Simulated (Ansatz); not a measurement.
Geometry optimisation, UKS PBE0/def2-SVP (Ansatz 0.2.0).

Input:

```yaml
crystal:
  periodic: [false, false, false]
  atoms:
    - { symbol: B, position_ang: [-1.048036, -0.528189, -0.031238] }
    - { symbol: O, position_ang: [1.316298, 0.913725, -0.375109] }
    - { symbol: H, position_ang: [-1.427555, -0.659445, -1.166778] }
    - { symbol: H, position_ang: [-1.501256, 0.244456, 0.778442] }
    - { symbol: H, position_ang: [1.496144, 0.011237, -0.075349] }
    - { symbol: F, position_ang: [-0.096581, -1.396597, 0.421633] }
    - { symbol: H, position_ang: [1.260986, 1.414813, 0.448398] }
magnetization:
  spin_polarized: true
basis:
  gaussian: { orbitals: def2-SVP }
hamiltonian:
  xc: pbe0
relax:
  f_tol: 0.03
  max_steps: 50
```

Launched with:

```bash
$ ansatz run input.yaml --threads 2 --pin off --max-ram 3072MiB --backend cpu --events-out ev --progress --plain --runs-dir out
```

**Question.** Where does it end, and by what steps?

**Answer.** It converged. The force dipped under the threshold on the way, but the program's further checks kept it going. After 14 steps the energy has fallen by 0.458 eV; O2 moved furthest, 0.67 Å. Joined: B1–O2.

```
step  energy less start (eV)  largest force component (eV/Å)  accepted
   0                  0.0000                           1.115       yes
   1                 -0.0570                           1.404       yes
   2                 -0.1538                           1.135       yes
   3                 -0.3314                           1.163       yes
   4                 -0.3856                           1.187       yes
   5                 -0.3646                           0.691        no
   6                 -0.4378                           0.189       yes
   7                 -0.4417                           0.275       yes
   8                 -0.4481                           0.213       yes
   9                 -0.4558                           0.093       yes
  10                 -0.4574                           0.025       yes
  11                 -0.4569                           0.218        no
  12                 -0.4576                           0.095       yes
  13                 -0.4577                           0.041       yes
  14                 -0.4580                           0.006       yes
```

```xyz
7
Properties=species:S:1:pos:R:3
B -0.669 -0.302 -0.003
O 0.710 0.691 -0.214
H -0.936 -0.560 -1.164
H -1.393 0.458 0.617
H 1.395 0.147 -0.629
F -0.150 -1.346 0.726
H 1.044 0.912 0.667
```

Run time: 36 s on 2 threads of Intel(R) Xeon(R) Platinum 8259CL CPU @ 2.50GHz (Skylake/Cascade Lake) (shared host), peak memory 0.16 GiB.
